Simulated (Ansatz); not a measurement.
# Scan of [SiH₃···H···SiH₃], doublet

Starting geometry:

```xyz
9

Si   -1.6428    0.0000    0.0000
H    -2.1376    1.3997    0.0000
H    -2.1376   -0.6999    1.2122
H    -2.1376   -0.6999   -1.2122
H    -0.1581    0.0000    0.0000
Si    1.6522    0.0000    0.0000
H     2.1022   -1.4163    0.0000
H     2.1022    0.7081   -1.2265
H     2.1022    0.7081    1.2265
```

From there H5 is moved from one fragment to the other while all else, the fragments' distance too, stays fixed; atoms are numbered as listed. Energies are in eV, counted from the starting geometry at the same level.

Basis cc-pVDZ; Ansatz 0.2.0. Only valence electrons are correlated (noble-gas cores frozen). Prefix R: restricted or restricted open-shell reference; prefix U: unrestricted. Active spaces: frontier = (9e, 9o) about the gap.

For open shells CISD is restricted-active-space CI with the open shells as a complete middle space. Runs in a small pair space aren't shown, since their orbitals change along the scan. A value is left out where its run failed or describes another state than the reference as far as symmetry and spin tell, or, spin-broken singlets apart, can't be checked.

Full CI isn't at hand for all of this; UCCSDT(Q) serves as the reference, and is uncertain by about the last step of the cluster series. The frozen core follows each run's orbitals, which can shift R against U totals by a few meV.

```json
{"distance Si1-H5 (Å)": "1.485", "UCCSDT(Q)": "0.000", "error UMP2": "0.000", "error CISD": "0.000", "error RCCSD(T)": "0.000", "error BCCD(T)": "0.000", "error CASSCF (frontier space)": "0.000", "error MRCISD+Q (frontier space)": "0.000"}
{"distance Si1-H5 (Å)": "1.538", "UCCSDT(Q)": "-0.024", "error UMP2": "0.004", "error CISD": "0.011", "error RCCSD(T)": "0.001", "error BCCD(T)": "0.001", "error CASSCF (frontier space)": "0.013", "error MRCISD+Q (frontier space)": "0.001"}
{"distance Si1-H5 (Å)": "1.643", "UCCSDT(Q)": "-0.034", "error UMP2": "0.008", "error CISD": "0.021", "error RCCSD(T)": "0.001", "error BCCD(T)": "0.001", "error CASSCF (frontier space)": "0.030", "error MRCISD+Q (frontier space)": "–"}
{"distance Si1-H5 (Å)": "1.749", "UCCSDT(Q)": "-0.025", "error UMP2": "0.005", "error CISD": "0.012", "error RCCSD(T)": "0.001", "error BCCD(T)": "0.001", "error CASSCF (frontier space)": "0.021", "error MRCISD+Q (frontier space)": "0.002"}
{"distance Si1-H5 (Å)": "1.855", "UCCSDT(Q)": "0.047", "error UMP2": "-0.002", "error CISD": "-0.010", "error RCCSD(T)": "-0.001", "error BCCD(T)": "-0.001", "error CASSCF (frontier space)": "-0.004", "error MRCISD+Q (frontier space)": "-0.001"}
```

Errors are those of relative energies. In total energy the starting point itself misses UCCSDT(Q) by: UMP2 1.760, CISD 1.006, RCCSD(T) 0.041, BCCD(T) 0.041, CASSCF (frontier space) 6.378, MRCISD+Q (frontier space) 0.072 eV.

Spread of the error over the points with a reference, to 1.855 Å (largest less smallest): RCCSD(T) 0.002, BCCD(T) 0.002, MRCISD+Q (frontier space) 0.003 (4 of 5 points), UMP2 0.010, CISD 0.031, CASSCF (frontier space) 0.034 eV.
